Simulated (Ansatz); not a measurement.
Geometry optimisation, RKS B3LYP/6-31G* (Ansatz).

The input (input.yaml):

```yaml
crystal:
  periodic: [false, false, false]
  atoms:
    - { symbol: Cl, position_ang: [-1.209527, -1.880027, 1.510644] }
    - { symbol: C, position_ang: [-0.099915, 0.563658, -0.048321] }
    - { symbol: C, position_ang: [-0.346082, -0.227157, -1.300768] }
    - { symbol: Cl, position_ang: [-1.445502, 1.540733, 0.487671] }
    - { symbol: C, position_ang: [1.100793, 0.639192, 0.544207] }
    - { symbol: Cl, position_ang: [1.500871, 1.618958, 1.920198] }
    - { symbol: H, position_ang: [1.934528, 0.055231, 0.170535] }
    - { symbol: H, position_ang: [-0.205903, -1.041236, 1.581329] }
    - { symbol: H, position_ang: [-1.21145, -0.884128, -1.18177] }
    - { symbol: H, position_ang: [-0.546044, 0.452482, -2.137472] }
    - { symbol: H, position_ang: [0.52823, -0.837706, -1.546254] }
basis:
  gaussian: { orbitals: "6-31G*" }
hamiltonian:
  xc: b3lyp
relax:
  f_tol: 0.03
  max_steps: 50
```

Launched with:

```bash
$ ansatz run input.yaml --threads 2 --pin off --max-ram 3072MiB --backend cpu --events-out ev --progress --plain --runs-dir out
```

Problem. Where does it end, and by what steps?

Solution. The forces met the threshold. The force dipped under the threshold on the way, but the program's further checks kept it going. After 11 steps the energy has fallen by 0.180 eV; Cl1 moved furthest, 0.72 Å.

```csv
step,energy less start (eV),largest force component (eV/Å),accepted
0,0.0000,0.575,yes
1,-0.1092,0.494,yes
2,-0.1361,0.832,yes
3,-0.1544,0.258,yes
4,-0.1707,0.105,yes
5,-0.1725,0.154,yes
6,-0.1771,0.048,yes
7,-0.1770,0.157,no
8,-0.1782,0.057,yes
9,-0.1792,0.025,yes
10,-0.1789,0.090,no
11,-0.1796,0.020,yes
```

```xyz
11
Properties=species:S:1:pos:R:3
Cl -0.876 -2.339 1.954
C -0.078 0.719 -0.165
C -0.352 -0.138 -1.366
Cl -1.335 1.873 0.223
C 1.043 0.628 0.564
Cl 1.442 1.602 1.943
H 1.818 -0.080 0.291
H -0.382 -1.200 1.583
H -1.261 -0.733 -1.220
H -0.503 0.487 -2.254
H 0.484 -0.818 -1.554
```

Whether the end is a true minimum wasn't checked by a vibrational analysis.

Run time: 57 s on 2 threads of Intel(R) Xeon(R) Platinum 8259CL CPU @ 2.50GHz (Skylake/Cascade Lake), with other jobs on the host, peak memory 0.31 GiB.
